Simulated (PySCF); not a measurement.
Series: cyclo[n]carbon rings. Isolated molecules, 0 K electronic values unless said otherwise. Each species was relaxed from one start; no search for lower structures was made at this level. Strings in code marks are SMILES.

All values below come from PBE0-D3(BJ)/def2-SVP // CAM-B3LYP-D3(BJ)/def2-SVP (PySCF 2.14.0). Excitations are Tamm–Dancoff values on a coarser integration grid. The basis has no diffuse functions, so Rydberg states are missing or too high.

```csv
species,S1 oscillator strength,S1 excitation (TDA) (eV),HOMO (eV)
cyclo[10]carbon `c1c#cc#cc#cc#cc#1`,0.005,4.15,-7.85
cyclo[12]carbon `C1#CC#CC#CC#CC#CC#C1`,0.002,1.67,___
cyclo[16]carbon `C1#CC#CC#CC#CC#CC#CC#CC#C1`,0.000,1.59,-6.48
cyclo[18]carbon `c1c#cc#cc#cc#cc#cc#cc#cc#cc#1`,–,–,___
cyclo[20]carbon `C1#CC#CC#CC#CC#CC#CC#CC#CC#CC#C1`,0.000,___,___
cyclo[22]carbon `c1c#cc#cc#cc#cc#cc#cc#cc#cc#cc#cc#1`,___,2.32,-6.90
cyclo[24]carbon `C1#CC#CC#CC#CC#CC#CC#CC#CC#CC#CC#CC#C1`,0.000,1.67,-6.51
cyclo[28]carbon `C1#CC#CC#CC#CC#CC#CC#CC#CC#CC#CC#CC#CC#CC#C1`,0.000,1.70,-6.52
```

Question: Some entries are withheld; supply them.

Answer: 
- cyclo[12]carbon `C1#CC#CC#CC#CC#CC#C1`, HOMO (eV): -6.61
- cyclo[18]carbon `c1c#cc#cc#cc#cc#cc#cc#cc#cc#1`, HOMO (eV): -6.99
- cyclo[20]carbon `C1#CC#CC#CC#CC#CC#CC#CC#CC#CC#C1`, S1 excitation (TDA) (eV): 1.62
- cyclo[20]carbon `C1#CC#CC#CC#CC#CC#CC#CC#CC#CC#C1`, HOMO (eV): -6.50
- cyclo[22]carbon `c1c#cc#cc#cc#cc#cc#cc#cc#cc#cc#cc#1`, S1 oscillator strength: 0.000
